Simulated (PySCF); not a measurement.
Homolysis of single bonds, series Ga CH3-SiH3. All species are isolated molecules in the gas phase. Strings in code marks are SMILES.

All values below come from PBE-D3(BJ)/def2-TZVP // r2SCAN-D4/def2-TZVP run with PySCF 2.14.0. 

| species | dipole moment (D) |
|---|---|
| radical fragment (`[CH3]`) | 0.00 |
| radical fragment (`[Ga]([CH3])[CH3]`) | [?] |
| whole molecule (`[SiH3][Ga]([CH3])[CH3]`) | 1.17 |
| radical fragment (`[SiH3]`) | 0.01 |

### Question
Some entries are withheld; supply them.

### Answer

- radical fragment (`[Ga]([CH3])[CH3]`), dipole moment (D): 0.58
